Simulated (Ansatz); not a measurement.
# CH₅OSi radical: basis-set convergence

The task here is to estimate one member of a computed series from the others.

Computed with Ansatz 0.2.0, Gaussian basis. Level: one geometry, several basis sets.

Levels to be run: PBE0-D4/def2-SVP; ωB97M-V/def2-SVP; PBE0-D4/def2-QZVPP; ωB97M-V/def2-QZVPP; the functionals' def2-TZVPP values are taken from earlier runs.

**The relaxed structure**

The geometry comes from an earlier relaxation with PBE0-D4 in a triple-zeta def2 set; it is a stationary point, not always the lowest conformer.

SMILES `C[SiH]O`, 8 atoms, charge 0, spin multiplicity 2.

Atoms are counted from 1 here; the program's logs count them from 0.

Bond lengths: C1–Si2 1.864 Å, C1–H4 1.092 Å, C1–H5 1.092 Å, C1–H6 1.094 Å, Si2–O3 1.657 Å, Si2–H7 1.502 Å, O3–H8 0.958 Å. Angles: Si2–C1–H4 111.0°, Si2–C1–H5 110.4°, Si2–C1–H6 110.1°, H4–C1–H5 108.4°, H4–C1–H6 108.4°, H5–C1–H6 108.5°, C1–Si2–O3 106.3°, C1–Si2–H7 111.0°, O3–Si2–H7 110.1°, Si2–O3–H8 117.0°.

The first run:

in.yaml

```yaml
crystal:
  periodic: [false, false, false]
  atoms:
    - {symbol: C, position_ang: [-0.688173, 0.901808, -0.099435]}
    - {symbol: Si, position_ang: [0.670253, -0.323380, -0.458406]}
    - {symbol: O, position_ang: [0.201247, -1.753585, 0.234573]}
    - {symbol: H, position_ang: [-1.628569, 0.588986, -0.557053]}
    - {symbol: H, position_ang: [-0.424666, 1.886959, -0.490927]}
    - {symbol: H, position_ang: [-0.841617, 0.986408, 0.980724]}
    - {symbol: H, position_ang: [1.974607, 0.132858, 0.129395]}
    - {symbol: H, position_ang: [0.828917, -2.477152, 0.205428]}
basis:
  gaussian: {orbitals: def2-SVP}
magnetization: {spin_polarized: true, initial_magnetization: 1}
hamiltonian: {xc: pbe0, dispersion: d4}
output: {orbitals: {seedname: orbitals}}
```

Steps of the session up to this table: PBE0-D4 in def2-SVP; ωB97M-V in def2-SVP; PBE0-D4 in def2-QZVPP; ωB97M-V in def2-QZVPP.

One table of the session follows, with a row left open; its other results are not shown here.

| functional | basis | HOMO (eV) | LUMO (eV) |
| --- | --- | --- | --- |
| PBE0-D4 | def2-SVP | -5.39 | -1.60 |
| PBE0-D4 | def2-TZVPP | -5.50 | -1.67 |
| PBE0-D4 | def2-QZVPP | ? | ? |
| ωB97M-V | def2-SVP | -7.14 | 0.06 |
| ωB97M-V | def2-TZVPP | -7.27 | -0.10 |
| ωB97M-V | def2-QZVPP | -7.32 | -0.22 |

**Question.** Estimate the row for PBE0-D4, def2-QZVPP.

The run gave: HOMO (eV): -5.54; LUMO (eV): -1.74. In the column «HOMO (eV)» it lies between ωB97M-V, def2-SVP (-7.14) and PBE0-D4, def2-TZVPP (-5.50).
